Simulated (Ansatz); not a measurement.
# BF+ (doublet): wave-function methods side by side, def2-TZVPP

The task here is to estimate one member of a computed series from the others.

Computed with Ansatz 0.2.0, Gaussian basis. Level: def2-TZVPP, core rule «outside noble gas», up to 2 orbitals frozen.

Plan: UHF; ROHF; CCSD(T) on UHF.

2 further runs of the same task are left out: 2 set aside as unsound or not needed.

## The geometry

The geometry is a PBE0/def2-TZVP stationary point (not a proven minimum) of the parent state, kept for this charge and spin.

2 atoms, charge 1, spin multiplicity 2.

Atoms are counted from 1 here; the program's logs count them from 0.

Bond lengths: B1–F2 1.263 Å.

The first run:

File in.yaml:

```yaml
crystal:
  periodic: [false, false, false]
  atoms:
    - {symbol: B, position_ang: [0.000000, 0.000000, 0.000000]}
    - {symbol: F, position_ang: [0.000000, 0.000000, 1.263100]}
basis:
  gaussian: {orbitals: def2-TZVPP}
total_charge: 1
magnetization: {spin_polarized: true, initial_magnetization: 1}
hamiltonian: {xc: hf}
output: {orbitals: {seedname: orbitals}}
```

On the command line:

```bash
ansatz run in.yaml --threads 1 --pin off --events-out ev --progress --plain --max-ram 4096MiB --backend cpu
```

Among the steps run: UHF; ROHF; CCSD(T) on UHF.

One table of the session follows, with a row left open; its other results are not shown here.

```
  method  from UCCSD(T) (meV)
    ROHF                    ?
     UHF              +8205.9
    UMP2               +312.7
   UCCSD               +278.9
UCCSD(T)                    0
```

**Question.** Estimate the row for ROHF.

The run gave: from UCCSD(T) (meV): +8225.1. In the column «from UCCSD(T) (meV)» it is the highest.
